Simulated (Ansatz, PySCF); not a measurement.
System: C3H7O, net charge 0, doublet state. It need not be the lowest isomer of its formula. SMILES: CC(C)[O]
Geometry: optimised at B3LYP-D3(BJ)/def2-TZVP (Ansatz, a quantum-chemistry and plane-wave program).


Quantity: enthalpy of formation at 298 K (from the atomisation energy, B3LYP-D3(BJ)/def2-TZVP harmonic zero-point and thermal terms from PySCF, and the atoms' enthalpies of formation in the G2/97 table; no spin-orbit terms, and no core term in the frozen-core levels), in kcal/mol. Valence correlation only, unless marked. Open shells are spin-unrestricted. No spin-orbit coupling. Non-relativistic. The coupled-cluster limit lacks core correlation, which all-electron functionals hold. CBS marks a two-point X^-3 extrapolation of the correlation energy; Hartree-Fock from the larger set. The bracket is a focal-point correction in the basis named.

```json
[
 {"level": "HF/6-31G", "program": "Ansatz", "enthalpy of formation at 298 K (kcal/mol)": "279.9"},
 {"level": "HF/cc-pVTZ", "program": "Ansatz", "enthalpy of formation at 298 K (kcal/mol)": "240.4"},
 {"level": "PBE-D3(BJ)/def2-TZVPD", "program": "Ansatz + dftd3", "enthalpy of formation at 298 K (kcal/mol)": "-35.1"},
 {"level": "PBE-D4/def2-TZVPD", "program": "Ansatz + dftd4", "enthalpy of formation at 298 K (kcal/mol)": "-34.6"},
 {"level": "revPBE-D4/def2-TZVPD", "program": "Ansatz + dftd4", "enthalpy of formation at 298 K (kcal/mol)": "-11.4"},
 {"level": "revPBE/def2-TZVPD", "program": "Ansatz", "enthalpy of formation at 298 K (kcal/mol)": "2.1"},
 {"level": "r2SCAN/def2-TZVPD", "program": "Ansatz", "enthalpy of formation at 298 K (kcal/mol)": "-16.0"},
 {"level": "B97M-V/def2-TZVPD", "program": "Ansatz", "enthalpy of formation at 298 K (kcal/mol)": "-13.1"},
 {"level": "B2PLYP-D4/def2-TZVPD", "program": "Ansatz + dftd4", "enthalpy of formation at 298 K (kcal/mol)": "-1.5"},
 {"level": "RPA@PBE/cc-pVTZ", "program": "Ansatz", "enthalpy of formation at 298 K (kcal/mol)": "51.3"},
 {"level": "MP2/aug-cc-pVDZ", "program": "Ansatz", "enthalpy of formation at 298 K (kcal/mol)": "43.1"},
 {"level": "MP2/cc-pVDZ", "program": "Ansatz", "enthalpy of formation at 298 K (kcal/mol)": "54.0"},
 {"level": "SCS-MP2/6-31G*", "program": "Ansatz", "enthalpy of formation at 298 K (kcal/mol)": "73.8"},
 {"level": "CCSD/aug-cc-pVDZ", "program": "Ansatz", "enthalpy of formation at 298 K (kcal/mol)": "59.2"},
 {"level": "RI-MP2/CBS(cc-pVTZ,cc-pVQZ)+[CCSD(T)-MP2]/cc-pVDZ", "program": "Ansatz", "enthalpy of formation at 298 K (kcal/mol)": "-11.0"}
]
```
